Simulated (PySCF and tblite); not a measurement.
Values are calculated unless marked as measured or tabulated.
Stationary points of C$_{4}$H$_{6}$ at GFN2-xTB, in Å:

Structure A

```
 1 C     1.293    0.904   -0.107
 2 C     0.724   -0.184   -0.613
 3 C    -0.612   -0.671   -0.301
 4 C    -1.351   -0.302    0.738
 5 H     2.288    1.203   -0.388
 6 H     0.786    1.542    0.597
 7 H     1.269   -0.776   -1.338
 8 H    -1.001   -1.411   -0.990
 9 H    -1.002    0.409    1.467
10 H    -2.335   -0.708    0.904
```

Structure B

```
 1 C     1.385    0.948   -0.739
 2 C     0.720    0.075    0.011
 3 C    -0.719   -0.074   -0.016
 4 C    -1.383   -0.947    0.734
 5 H     2.456    1.038   -0.699
 6 H     0.874    1.606   -1.423
 7 H     1.253   -0.577    0.692
 8 H    -1.252    0.579   -0.695
 9 H    -0.872   -1.607    1.417
10 H    -2.454   -1.036    0.695
```

Structure C

```
 1 C     1.310    1.024   -0.404
 2 C     0.762   -0.176   -0.345
 3 C    -0.689   -0.420   -0.284
 4 C    -1.361   -0.614    0.836
 5 H     2.377    1.164   -0.453
 6 H     0.709    1.918   -0.400
 7 H     1.385   -1.064   -0.349
 8 H    -1.199   -0.443   -1.241
 9 H    -0.872   -0.594    1.797
10 H    -2.422   -0.794    0.843
```

Level: BHandHLYP/pcSseg-1 + D3(BJ) on GFN2-xTB stationary points, with GFN2-xTB thermal terms.

Question: Which structure is a saddle point, and along which motion?

Answer: C: one imaginary mode (161i cm⁻¹ at GFN2-xTB, mostly on H8, H7, H9), along the rotation about the C2–C3 bond (torsion C1–C2–C3–C4 from 180° to 344°, rising).

Question: Give their symmetry and energies above the lowest.

Answer: A C2, 3.5 kcal/mol; B C2h, 0.0 kcal/mol; C C2, 6.6 kcal/mol.
